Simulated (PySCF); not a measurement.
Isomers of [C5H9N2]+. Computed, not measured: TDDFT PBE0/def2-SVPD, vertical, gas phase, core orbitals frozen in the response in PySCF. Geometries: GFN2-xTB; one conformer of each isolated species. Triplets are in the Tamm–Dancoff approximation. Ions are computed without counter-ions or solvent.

Problem. Rank by computed LUMO energy, lowest first.
A. `CC[N+]1=CNC=C1`
B. `Cc1[nH]cc[n+]1C`
C. `Cn1ccc[n+]1C`
D. `N/C=C/C=C/C=[NH2+]`

Solution. D (-6.25 eV), C (-5.55 eV), A (-5.30 eV), B (-4.95 eV).

```csv
SMILES,LUMO (eV),f (S1),S1 (eV),gap (eV),HOMO (eV),S1 mainly
N/C=C/C=C/C=[NH2+],-6.25,1.162,4.16,4.05,-10.30,H→L (98%)
Cn1ccc[n+]1C,-5.55,0.147,6.28,7.08,-12.63,H→L (93%)
CC[n+]1cc[nH]c1,-5.30,0.117,6.37,7.12,-12.42,H→L (94%)
Cc1[nH]cc[n+]1C,-4.95,0.196,6.30,7.05,-11.99,H→L (96%)
```

H and L stand for HOMO and LUMO.
